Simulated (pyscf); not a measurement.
Single points on ωB97X-D3(BJ)/def2-SVP structures (PySCF, gas phase).

How much does it cost (ΔH, 298 K, ωB97M-D3(BJ)/def2-TZVP) to split `[OH][Hf]([OH])([OH])[F]` at its Hf–O bond into OH• + [HO–Hf(OH)–F]•?

Hf–O to OH• + [HO–Hf(OH)–F]•: 535.2 kJ/mol. The 7 functionals that were run give +520.6 (PBE0-D3(BJ)) to +548.7 kJ/mol (ωB97X-D3(BJ)). The radicals are drawn with the spin at the cut bond; how far it spreads was not checked. Other isomers of [HO–Hf(OH)–F]• were not searched in full and may lie lower. Left out: the spin-orbit lowering of OH. Open-shell species with a d-block atom are single-reference here; other states, and whether the spin sits on metal or ligand, were not checked. Elements past Kr carry the def2 core potentials, without spin-orbit coupling.
